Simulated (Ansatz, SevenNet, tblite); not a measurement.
**Lattice parameter a of 1T (CdI2-type) HfS₂: levels of theory against measurement**

Reference value: 3.635 Å (measured, temperature not stated, not corrected to a static lattice; as tabulated in Björkman (2014), arXiv:1406.2436).

Question: What do GFN2-xTB, SevenNet-0, LDA, PBE, PBEsol, PBE-D3(BJ), PBE-D4, rVV10, PBE0 give, and how far is each from the reference?

Answer: 
```
level (code)           value (Å)  difference (%)
---------------------  ---------  --------------
GFN2-xTB (tblite)          4.228           +16.3
SevenNet-0 (SevenNet)      3.645           +0.28
LDA (Ansatz)               3.555           -2.20
PBE (Ansatz)               3.651           +0.44
PBEsol (Ansatz)            3.592           -1.18
PBE-D3(BJ) (Ansatz)        3.606           -0.80
PBE-D4 (Ansatz)            3.616           -0.52
rVV10 (Ansatz)             3.668           +0.91
PBE0 (Ansatz)              3.649           +0.39
```

The reference's temperature isn't stated, so close values are not ranked against it. Off by more than 1.25 % (a bound picked here): GFN2-xTB (+16.3 %), LDA (-2.20 %).

The reference has no zero-point or thermal correction, while the calculations are for a static lattice, so the differences are not the levels' errors alone. A static lattice is as a rule a little smaller than the measured one.  Density-functional levels without +SOC have no spin–orbit coupling. GFN2-xTB: the method was fitted mainly to molecules. GFN2-xTB: the run uses a supercell at the zone centre in place of a k mesh. LDA, PBE, PBEsol, PBE0: the cell comes from a level without a dispersion term, which matters for the spacing of layers, chains or molecules. Cutoffs and k meshes differ between the levels. Ansatz's density-functional and Hartree–Fock values are scalar-relativistic unless marked +SOC, with PAW data made under PBE.

Machine-learned potentials (SevenNet-0) are trained on DFT data, which may include these solids.

Differences are worked out from the printed values.

Ansatz is a first-principles code.
